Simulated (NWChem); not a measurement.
Species: hydrogen fluoride (HF); SMILES F

Computed with NWChem. Pople sets run with spherical d functions. Structure relaxed at the PBE0/def2-SVP level. Computed dipoles belong to the equilibrium geometry; the measured one is vibrationally averaged.

Measured dipole moment: 1.82 D (NIST CCCBDB, as tabulated in the package chemicals).

| level | dipole moment (D) | computed − measured |
|---|---|---|
| B3LYP/STO-3G | 1.20 | -0.62 |
| B3LYP/3-21G | (withheld) | (withheld) |
| B3LYP/6-31G* | (withheld) | (withheld) |
| B3LYP/6-31+G* | 2.01 | +0.19 |
| B3LYP/def2-SVP | 1.84 | +0.02 |
| B3LYP/def2-SVPD | 1.83 | +0.01 |
| B3LYP/def2-TZVP | 1.93 | +0.11 |
| B3LYP/6-311++G** | 1.98 | +0.16 |
| B3LYP/aug-cc-pVTZ | 1.81 | -0.01 |

Problem. Some entries are withheld; supply them.

Solution. 
- B3LYP/3-21G, dipole moment (D): 1.97
- B3LYP/3-21G, computed − measured: +0.15
- B3LYP/6-31G*, dipole moment (D): 1.85
- B3LYP/6-31G*, computed − measured: +0.03
